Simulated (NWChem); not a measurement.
# O2F (SMILES [O]OF): levels of theory compared

Aim: a comparison of 6 runs (UHF/STO-3G, UHF/def2-SVP, UHF/pcseg-1, UPBE0/def2-SVP, UM06-2X/aug-cc-pVDZ, UMP2/def2-TZVPPD) of O2F. 

Program for the calculation: NWChem 7.3.0.

## (1) The molecule

O2F has 3 atoms, charge 0, and is taken as a doublet. SMILES: `[O]OF`. Geometry: relaxed at PBE0-D4/def2-TZVP.

Bond lengths: O1–O2 1.181 Å. A long bond or contact: O2–F3 1.573 Å.

## (2) Energy and forces at UHF/STO-3G (run 1)

input.nw

```
start input
title "FO2 gradient"
memory total 2200 mb

geometry units angstrom noautosym nocenter noautoz
  O        0.933400      -0.295440       0.482240
  O        0.133270       0.497870       0.127930
  F       -1.066650      -0.202430      -0.610160
end

basis spherical bse
  * library STO-3G
end

scf
  doublet
  uhf
  thresh 1e-08
  maxiter 80
  print medium
end

task scf gradient
```

Launch:

```bash
$ nwchem input.nw > input.out
```

The log of the run:

```text
[...]
  functions       =    15
[...]
  wavefunction    = UHF
[...]
         Total SCF energy =   -245.586805362190
      One electron energy =   -481.370080982454
      Two electron energy =    166.186578383839
 Nuclear repulsion energy =     69.596697236425
                       Sz =      0.5000
                 Sz(Sz+1) =      0.7500
                      S^2 =      1.3961
[...]
                         UHF ENERGY GRADIENTS
    atom               coordinates                        gradient
                 x          y          z           x          y          z
   1 O       1.763870  -0.558301   0.911301   -0.142411   0.145811  -0.062557
   2 O       0.251844   0.940838   0.241753    0.106733  -0.169711   0.040274
   3 F      -2.015676  -0.382537  -1.153035    0.035678   0.023899   0.022283
[...]
```

It took 0.9 s on 1 thread of AMD EPYC 9B45 (Zen 5), shared host; peak memory 0.099 GiB.

## (3) Energy and gradient at UHF/def2-SVP (run 2)

run.py

```python
from ase import Atoms
from ase.calculators.nwchem import NWChem

molecule = Atoms(['O', 'O', 'F'], positions=[
    [0.933400, -0.295440, 0.482240],
    [0.133270, 0.497870, 0.127930],
    [-1.066650, -0.202430, -0.610160],
])

calc = NWChem(
    label='mol',
    theory='scf',
    memory='2200 mb',
    basis='def2-SVP',
    basispar='spherical bse',
    scf={'nopen': '1', 'uhf': None, 'thresh': '1e-08', 'maxiter': '80'},
)
molecule.calc = calc

forces = molecule.get_forces()
print("Total energy (eV):", round(molecule.get_potential_energy(), 6))
print("forces (eV/A):")
for s, f in zip(molecule.symbols, forces):
    print(f"{s:2s} {f[0]:10.5f} {f[1]:10.5f} {f[2]:10.5f}")
```

Launch:

```bash
$ export ASE_NWCHEM_COMMAND="nwchem PREFIX.nwi > PREFIX.nwo"
$ python run.py
```

The log of the run:

```text
Total energy (eV): -6767.948134
forces (eV/A):
O    -0.54785    0.60308   -0.23603
O     4.11001    1.43591    2.42280
F    -3.56216   -2.03904   -2.18677
```

The calculator wrote mol.nwi:

```
title "mol"

permanent_dir mol

scratch_dir mol

start mol

geometry units angstrom nocenter noautosym noautoz
  O  9.3340000000000001e-01 -2.9543999999999998e-01 4.8224000000000000e-01
  O  1.3327000000000000e-01 4.9786999999999998e-01 1.2792999999999999e-01
  F  -1.0666500000000001e+00 -2.0243000000000000e-01 -6.1016000000000004e-01
end

memory 2200 mb

basis spherical bse noprint
   * library def2-SVP
end

scf
  nopen 1
  uhf
  thresh 1e-08
  maxiter 80
end

task scf gradient
```

mol.nwo:

```text
Northwest Computational Chemistry Package (NWChem) 7.3.0
             --------------------------------------------------------

           Job information
           ---------------

    nwchem branch   = 7.3.0
    use scalapack   = T
    input           = mol.nwi
    prefix          = mol.
    data base       = mol/mol.db
    status          = startup
    nproc           =        1

           Memory information
           ------------------

[... 5 lines left out ...]
    hardfail = no
[... 35 lines left out ...]
            Nuclear Dipole moment (a.u.)
[... 59 lines left out ...]
 2-e energy   =     165.757091
[... 18 lines left out ...]
  ga_iter_lsolve: convergence stagnant ... aborting solve
[... 13 lines left out ...]
      One electron energy =   -483.059906986096
[... 9 lines left out ...]
          Final alpha eigenvalues
[... 220 lines left out ...]
                     UHF Final Beta Molecular Orbital Analysis
[... 240 lines left out ...]
                 ----------------------------------------
                 |  Time  |  1-e(secs)   |  2-e(secs)   |
                 ----------------------------------------
                 |  CPU   |       0.00   |       0.11   |
                 ----------------------------------------
                 |  WALL  |       0.00   |       0.11   |
                 ----------------------------------------

 Task  times  cpu:        2.1s     wall:        2.1s
 Total times  cpu:        2.1s     wall:        2.1s
```

Run time: 3.3 s. Hardware: 1 thread of AMD EPYC 9B45 (Zen 5), shared host; peak memory 0.1 GiB.

Runs 3 to 5 aren't shown in full; the table further down has their settings and results.

## (4) Energy and gradient at UMP2/def2-TZVPPD (run 6)

nw.nw

```
start nw
title "FO2 gradient"
memory total 2200 mb
charge 0
geometry units angstroms noautosym nocenter noautoz
 O      0.933400    -0.295440     0.482240
 O      0.133270     0.497870     0.127930
 F     -1.066650    -0.202430    -0.610160
end
basis spherical bse
 * library def2-TZVPPD
end
scf
 doublet
 uhf
 thresh 1e-08
 maxiter 80
 print low
end
mp2
 freeze core 3
 tight
end
task mp2 gradient
```

Launch:

```bash
$ nwchem nw.nw > nw.out
```

The log of the run:

```text
[...]
  functions       =   120
[...]
  wavefunction    = UHF
[...]
         Total SCF energy =   -249.040884838582
      One electron energy =   -483.544121721320
      Two electron energy =    164.906539646314
 Nuclear repulsion energy =     69.596697236425
                       Sz =      0.5000
                 Sz(Sz+1) =      0.7500
                      S^2 =      1.4350
[...]
          Total MP2 energy          -249.698456072301
[...]
                         mp2 ENERGY GRADIENTS
    atom               coordinates                        gradient
                 x          y          z           x          y          z
   1 O       1.763870  -0.558301   0.911301    0.025446  -0.029007   0.010855
   2 O       0.251844   0.940838   0.241753   -0.044512   0.020398  -0.022307
   3 F      -2.015676  -0.382537  -1.153035    0.019066   0.008608   0.011452
[...]
```

Wall time 2 min (1 thread of AMD EPYC 9B45 (Zen 5), shared host); peak memory 0.51 GiB.

## (5) Overview of the runs

| run | level | iteration cap | module | energy (Eh) | dipole moment (D) | HOMO energy (eV) | LUMO energy (eV) | wall time |
| --- | --- | --- | --- | --- | --- | --- | --- | --- |
| 1 | UHF/STO-3G | 80 | scf | -245.586805 | 0.03 | -10.96 | 7.96 | 0.9 s |
| 2 | UHF/def2-SVP | 80 | scf | -248.717508 | 0.50 | -15.10 | 2.86 | 3.3 s |
| 3 | UHF/pcseg-1 | 80 | scf | -248.849844 | 0.58 | -15.18 | 2.55 | 3.6 s |
| 4 | UPBE0/def2-SVP | 100 | dft | -249.612763 | 1.39 | -9.43 | -3.88 | 6.6 s |
| 5 | UM06-2X/aug-cc-pVDZ | 100 | dft | -250.000068 | 1.61 | -11.67 | -2.90 | 25 s |
| 6 | UMP2/def2-TZVPPD | 80 | mp2 | -249.698456 | 1.55 | – | – | 2 min |

## (6) What came out

```
                                                      quantity          value
                                           run 6: total energy  -249.69846 Eh
run 6: dipole moment (of the density that the program reports)         1.55 D
            run 6: correlation energy (3 core orbitals frozen)     -657.6 mEh
                      run 6: ⟨S²⟩ of the reference determinant          1.435
                               run 6: largest force on an atom     2.767 eV/Å
```

**Reading.** The dipole moment (its size) runs from 0.03 D (UHF/STO-3G) to 1.61 D (UM06-2X/aug-cc-pVDZ). The two ends differ in method and basis. Totals of different functionals can't be ranked against each other. In run 1 the basis is minimal, so the values are rough. Spin contamination of the reference: run 6 ⟨S²⟩ = 1.44, run 2 ⟨S²⟩ = 1.43, run 3 ⟨S²⟩ = 1.43, run 1 ⟨S²⟩ = 1.40. Where it is this large, the reference is a mixture of spin states, and values that rest on it are in doubt. All runs together took 2.6 min, the longest 2 min.
